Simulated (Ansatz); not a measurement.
Reaction: C3H8 (propane, SMILES CCC) → C3H7 (SMILES C[CH]C, doublet) + H (doublet) (the C-H bond breaks)
Each species at its own B3LYP-D3(BJ)/def2-TZVP minimum (Ansatz, a first-principles code).

Total energies in hartree (Ansatz). UHF or UKS for unpaired electrons; spin-orbit terms are left out. Cores are frozen in correlated methods. No relativity. For partners of very few electrons the exact lower level stands in for a higher one.

```csv
species,HF/cc-pVTZ,CCSD(T)/cc-pVTZ,HF/cc-pVQZ,CCSD(T)/cc-pVQZ,CCSD(T)/cc-pVDZ,CCSDT(Q)/cc-pVDZ
"1: C3H8 (propane, SMILES C(C)C)",-118.30771,-118.91403,-118.31536,-118.94992,-118.78047,-118.78197
"2: C3H7 (SMILES C[CH]C, doublet)",-117.67919,-118.24596,-117.68682,-118.28099,-118.11766,-118.11923
3: H (doublet),-0.49981,-0.49981,-0.49995,-0.49995,-0.49928,-0.49928
```

Work out the bond dissociation energy (electronic) in kJ/mol: take Hartree-Fock from cc-pVQZ, extrapolate the CCSD(T) correlation energy as X^-3 (X = 3, 4), and add CCSDT(Q) - CCSD(T) in cc-pVDZ. 1 hartree = 2625.5 kJ/mol.


Species 1: correlation (64·(-0.63456) - 27·(-0.60632))/37 = -0.65517; step -0.00150; E1 = -118.31536 + (-0.65517) + (-0.00150) = -118.97203
Species 2: correlation (64·(-0.59417) - 27·(-0.56677))/37 = -0.61416; step -0.00157; E2 = -117.68682 + (-0.61416) + (-0.00157) = -118.30255
Species 3: correlation (64·(0.00000) - 27·(0.00000))/37 = 0.00000; step +0.00000; E3 = -0.49995 + (0.00000) + (+0.00000) = -0.49995
-1·E1 +1·E2 +1·E3 = 0.16953 hartree = 445.1 kJ/mol.
